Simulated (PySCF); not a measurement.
From results back to the method.

Species: F₂OS.
InChI=1S/F2OS/c1-4(2)3

The closed-shell ground state was solved 3 times with PySCF (density fitting, gas phase), always in the aug-cc-pVTZ basis (188 functions), with these functionals: CAM-B3LYP, PBE0 and wB97X-D. Geometry: PBE0-D3(BJ)/def2-TZVP; no solvent, vibrations or thermal averaging.

```csv
row,total energy (Eh),HOMO (eV),LUMO (eV),dipole (D)
P,-673.1282,-11.65,0.53,1.70
Q,-673.1616,-11.25,-0.25,1.77
R,-672.8101,-9.75,-1.32,1.66
```

Question: Which functional belongs to which row?

Answer: P = wB97X-D, Q = CAM-B3LYP, R = PBE0. By rising HOMO–LUMO gap: PBE0 (global hybrid, 25 % exact exchange) 8.43 eV; CAM-B3LYP (range-separated hybrid) 11.00 eV; wB97X-D (range-separated hybrid) 12.18 eV. Total energies of different functionals aren't bounds to one another; each is stationary for its own functional.

wB97X-D is run here without its empirical dispersion term; that term would change no orbital, density or response property at a fixed geometry.
